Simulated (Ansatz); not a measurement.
Total energies of C$_{2}$H$_{3}$ClO (`O=CCCl`).

```xyz
7

O     0.311   -1.333   -1.297
C     0.500   -0.685   -0.309
C    -0.378    0.483    0.070
Cl   -0.416    0.705    1.827
H     1.341   -0.890    0.383
H    -1.390    0.327   -0.299
H     0.032    1.392   -0.375
```

Total charge 0; spin multiplicity 1. The structure was optimised at the PBE0-D4/def2-TZVP level. It is one conformer, not always the lowest. Basis def2-TZVPP, the Gaussian-basis code of Ansatz.

RPA on PBE orbitals: Hartree–Fock energy of these orbitals -611.86028 Eh, correlation -1.19011 Eh (frozen core).

| functional | energy without D4 (Eh) | D4 term (kJ/mol) |
| --- | --- | --- |
| revPBE | -613.37363 | -39.3 |
| BLYP | -613.45502 | -25.8 |
| r2SCAN | -613.38452 | -2.7 |
| B97M-V | -613.35841 | – |
| PBE0 | -613.17402 | -9.4 |
| B3LYP | -613.51847 | -18.3 |
| r2SCANh | -613.37401 | -2.8 |
| r2SCAN0 | -613.35921 | -3.1 |
| HSE06 (plane-wave form) | -613.15854 | -8.7 |
| CAM-B3LYP | -613.44667 | -9.4 |
| LC-ωPBE | -613.27666 | – |
| ωB97X-V | -613.38372 | – |
| B2PLYP | -613.25272 | – |
| PBE-QIDH | -613.06604 | – |

(1) Give the same for LDA (SPW92), PBE, BHLYP, ωB97M-V. (An estimate is asked.)

B3LYP takes the VWN-RPA correlation (the form of Gaussian; ORCA's B3LYP/G). HSE06 is the plane-wave form, built on full-range PBE exchange. The double hybrids freeze the cores in their second-order part.

Results:

(1) Ansatz gave: 
```csv
functional,energy without D4 (Eh),D4 term (kJ/mol)
LDA (SPW92),-610.75019,–
PBE,-613.13308,-11.3
BHLYP,-613.41228,-12.9
ωB97M-V,-613.42126,–
```

LC-ωPBE has ω = 0.4 bohr⁻¹.
